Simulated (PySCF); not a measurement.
**Basis and Hamiltonian dependence of the electron affinity of Si**

Si⁻ [Ne] 3s2 3p3 (4S) → Si [Ne] 3s2 3p2 (3P). All values are computed (PySCF 2.14, energy differences of UHF-based or UKS calculations, no spin-orbit coupling). Values in eV.

```csv
basis,Hamiltonian,functions,UHF,r2SCAN,PBE0,MP2 (valence),CCSD(T) (valence),CCSD(T) (valence and next inner shell)
aug-cc-pVDZ-DK,spin-free X2C,27,0.858,1.544,1.460,1.305,1.283,n/a
ANO-RCC-VTZP,spin-free X2C,34,0.729,1.394,1.318,1.243,1.237,n/a
aug-cc-pwCVDZ,non-relativistic,36,0.862,1.551,1.468,1.314,1.288,1.278
def2-TZVPPD,non-relativistic,48,0.691,1.340,1.247,1.195,1.186,1.175
dyall-av2z,non-relativistic,50,0.870,1.560,1.474,1.319,1.295,n/a
"x2c-TZVPPall with one added diffuse shell each of s, p, d type",spin-free X2C,51,0.845,1.532,1.447,1.361,1.357,1.347
aug-cc-pCVTZ-DK,spin-free X2C,75,0.845,1.521,1.449,1.380,1.380,1.371
def2-QZVPPD,non-relativistic,76,0.791,1.445,1.363,1.331,1.327,1.315
dyall-av3z,spin-free X2C,84,0.843,1.522,1.453,1.379,1.378,n/a
aug-cc-pVQZ-DK,spin-free X2C,84,0.842,1.527,1.449,1.400,1.397,n/a
aug-cc-pV(Q+d)Z,non-relativistic,89,0.849,1.533,1.456,1.409,1.405,n/a
"aug-cc-pCVTZ-DK with one added diffuse shell each of s, p, d, f type",spin-free X2C,91,0.845,1.525,1.453,1.382,1.381,1.372
dyall-acv3z,spin-free X2C,113,0.840,1.520,1.451,1.378,1.378,n/a
```

Estimate the row for aug-cc-pV(D+d)Z (non-relativistic, 32 functions).

From the rows with the same Hamiltonian and similar size; the calculation gives UHF 0.86; r2SCAN 1.55; PBE0 1.47; MP2 (valence) 1.31 (eV).

Frozen in the all-electron rows: valence: [Ne]; valence and next inner shell: 1s2.

In most of these bases the highest occupied level of the anion is positive at r2SCAN, PBE0, so the basis helps to hold the electron.

Between the lowest levels the reference is 1.390 eV (measured; photodetachment measurements, as compiled on the Wikipedia data page of electron affinities); it includes spin-orbit coupling, which these numbers lack.
